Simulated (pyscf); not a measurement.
Four-centre exchange: H₂B–O–SiH₃ + hydrogen chloride (HCl) → silanol (HO–SiH₃) + H₂B–Cl

Gas phase, singlet surface, charge 0. Bonds broken: O2–B3, Cl9–H10. Bonds formed: O2–H10, B3–Cl9. Optimised with ωB97X-D3(BJ)/def2-SVP in PySCF. Correlated levels are frozen-core, on RHF or UHF. ΔMP2 is the change of the MP2 total energy from the triple- to the quadruple-zeta basis.

Transition state (Å):

```xyz
10

Si    -2.0160     0.1517    -0.3491
O     -0.6142    -0.2909     0.5116
B      0.7145    -0.4893    -0.1430
H     -3.0975     0.2862     0.6578
H     -2.3144    -0.9271    -1.3242
H     -1.7782     1.4433    -1.0473
H      1.3061    -1.4824     0.1919
H      0.8155    -0.0202    -1.2535
Cl     1.4752     1.0393     1.2287
H      0.0782     0.5384     1.2323
```

One imaginary mode, 1108i cm⁻¹; descent along it reached the two sides named, in the forms told below.

| bond | change | reactant side (Å) | saddle | product side |
|---|---|---|---|---|
| O2–B3 | breaks | 1.358 | 1.494 | 1.643 |
| Cl9–H10 | breaks | 1.294 | 1.484 | 2.7 |
| O2–H10 | forms | 1.933 | 1.299 | 0.970 |
| B3–Cl9 | forms | 4.2 | 2.190 | 1.846 |

Electronic energies relative to the separated reactants (kcal/mol):

```json
[
 {"level": "ωB97X-D3(BJ)/def2-TZVP", "barrier": "16.3", "reaction energy": "+10.6", "reverse barrier": "5.8"},
 {"level": "PBE/def2-TZVP", "barrier": "11.9", "reaction energy": "+9.2", "reverse barrier": "2.6"},
 {"level": "r²SCAN/def2-TZVP", "barrier": "13.0", "reaction energy": "+10.0", "reverse barrier": "3.0"},
 {"level": "B3LYP-D3(BJ)/def2-TZVP", "barrier": "16.7", "reaction energy": "+11.4", "reverse barrier": "5.3"},
 {"level": "PBE0-D3(BJ)/def2-TZVP", "barrier": "12.9", "reaction energy": "+9.8", "reverse barrier": "3.1"},
 {"level": "M06-2X/def2-TZVP", "barrier": "15.9", "reaction energy": "+11.3", "reverse barrier": "4.6"},
 {"level": "ωB97M-D3(BJ)/def2-TZVP", "barrier": "17.0", "reaction energy": "+10.8", "reverse barrier": "6.2"},
 {"level": "HF/def2-TZVP", "barrier": "34.2", "reaction energy": "+11.7", "reverse barrier": "22.5"},
 {"level": "MP2/def2-QZVPP", "barrier": "15.3", "reaction energy": "+9.9", "reverse barrier": "5.4"},
 {"level": "CCSD/def2-TZVPP", "barrier": "20.8", "reaction energy": "+10.9", "reverse barrier": "10.0"},
 {"level": "CCSD(T)/def2-TZVPP", "barrier": "17.9", "reaction energy": "+10.6", "reverse barrier": "7.3"},
 {"level": "CCSD(T)/def2-TZVPP + ΔMP2(QZVPP)", "barrier": "17.9", "reaction energy": "+10.6", "reverse barrier": "7.3"}
]
```

With CCSD(T)/def2-TZVPP + ΔMP2(QZVPP) energies and thermal terms (ideal gas, 1 atm, RRHO with modes under 100 cm⁻¹ raised to 100, one conformer, R ln 2 for chiral ones without a mode under 150 cm⁻¹), in kcal/mol:

```tsv
T (K)	ΔH‡	ΔG‡	ΔH	ΔG
298	17.1	27.5	+11.4	+10.4
600	17.0	38.1	+11.0	+9.6
900	17.3	48.7	+10.8	+8.9
1200	17.8	59.0	+10.4	+8.3
```

On the reactant side the descent ends in a complex (not fully relaxed), 4.3 kcal/mol under the separated species and 20.7 kcal/mol under the saddle at ωB97X-D3(BJ)/def2-TZVP. On the product side the descent ends in an adduct with a B–O contact, 14.0 kcal/mol under the separated species and 19.8 kcal/mol under the saddle at ωB97X-D3(BJ)/def2-TZVP. What is counted as broken (B–O) persists as a longer contact in the product adduct; parting that adduct is a step of its own. One saddle was located; it need not be the lowest between these sides. The CCSD(T) − MP2 part came from Ansatz, without density fitting, on the same reference.
